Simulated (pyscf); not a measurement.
Structures and frequencies: ωB97X-D3(BJ)/def2-SVP in PySCF.

### Question
Estimate the classical barrier height and the reaction energy of H₃Si–SiH=GeH₂ + hydrogen (H₂) → H₃Si–SiH₂–GeH₃ at PBE/def2-TZVP. The step runs on the singlet surface, breaks H–H and forms H–Si, Ge–H; take the separated reactants as zero.

### Answer
ΔE‡ = 27.5 kcal/mol, ΔE = -41.4 kcal/mol. ωB97M-D3(BJ)/def2-TZVP gives 31.8 kcal/mol and -47.1 kcal/mol. Zero-point energy shifts the barrier by +1.6 kcal/mol. It is an addition across a multiple bond or ene-type step, with an imaginary mode of 1384i cm⁻¹. At the saddle there is also a short Ge–H contact that neither side keeps. From the product side, •H₂Si–SiH₃ + GeH₃• lies, by one bond made or cut, 5.7 kcal/mol under this saddle at ωB97M-D3(BJ). H₃Si–SiH=GeH₂ may be a fragile minimum: a first optimisation, from another start, lost the drawn bonds. H₃Si–SiH=GeH₂ lies 9.4 kcal/mol over its isomer H₃Si–Ge:–SiH₃ [singlet], and others may lie lower still (electronic energy, ωB97M-D3(BJ)). One saddle was located; it need not be the lowest between these sides. Elements up to Kr have no core potential and no relativistic terms here.
